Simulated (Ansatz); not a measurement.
Al (fcc, Cu type): values from a third-order Birch-Murnaghan fit to a volume scan beside measured ones. Computed values: r2SCAN (plane waves to 500 eV, PAW, scalar-relativistic; Ansatz, a program for electronic structure). Al was relaxed with its symmetry unable to fall. The PAW data are Ansatz's earlier set.

```tsv
quantity	reference	kind	r2SCAN	difference
Lattice constant a (Å)	4.018	measured, corrected to the static lattice	3.991	-0.7 %
Bulk modulus B₀ (GPa)	80.8	measured, corrected to the static lattice	92.1	+14.0 %
```

r2SCAN underestimates the lattice constant a by 0.7 %. r2SCAN overestimates the bulk modulus B₀ by 14.0 %.

References as given in: Daniel Mejia-Rodriguez, S. B. Trickey, Physical Review B (2018), arXiv:1807.09216; H. Levämäki, M. P. J. Punkkinen, K. Kokko et al., Physical Review B (2014), arXiv:1402.3671.

(Under strain, the slope of the energy per volume gives the stress and its curvature an elastic modulus.)
